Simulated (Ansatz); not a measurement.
Rhombohedral A7 Sb, treated with r²SCAN-D4 (Ansatz, a program for electronic structure, plane waves, PAW).

Settings: plane-wave cutoff 560 eV, 16×16×16 k mesh, Fermi–Dirac smearing 0.05 eV, scalar-relativistic PAW data made under PBE.

Shape and atoms are relaxed at each volume.

Pressure at four volumes; x = ln(V/30.791 Å³). One pressure is withheld.

| V (Å³/atom) | x | P (GPa) |
|---|---|---|
| 29.560 | -0.0408 | 1.597 |
| 30.791 | 0.0000 | 0.001 |
| 31.407 | 0.0198 | -0.611 |
| 32.023 | 0.0392 | ? |

Question: Pass a parabola P(x) through the three rows shown, estimate the bulk modulus and its pressure derivative near zero pressure, and predict the withheld pressure.

Answer: Slopes between the rows: (0.001 − (1.597))/(0.0000 − (-0.0408)) = -39.12 and (-0.611 − (0.001))/(0.0198 − (0.0000)) = -30.91 GPa. Their difference over the span 0.0606 is c = 8.21/0.0606 = 135.5 GPa, so P(x) = 1.597 + (-39.12)(x − (-0.0408)) + 135.5 (x − (-0.0408))(x − (0.0000)). At the middle row B = −dP/dx = −[-39.12 + 135.5 × 0.0408] = 33.6 GPa, and B′ = dB/dP = 2c/B = 8.1. At x = 0.0392 the parabola gives -1.108 GPa; the run gives -1.103 GPa. The Birch–Murnaghan fit to the energies at all volumes has B0 = 33.2 GPa and B′ = 8.1.

Measured, for comparison: bulk modulus 39.5 GPa (copied from a table, unchecked, extrapolated to 0 K and zero-point effects removed; as tabulated in Lejaeghere et al. (2013), arXiv:1204.2733). Computed (rounded) less measured: bulk modulus not scored (unchecked).

Note: the bulk modulus comes from volumes at which shape and atoms were relaxed.

Spin–orbit coupling is not included.
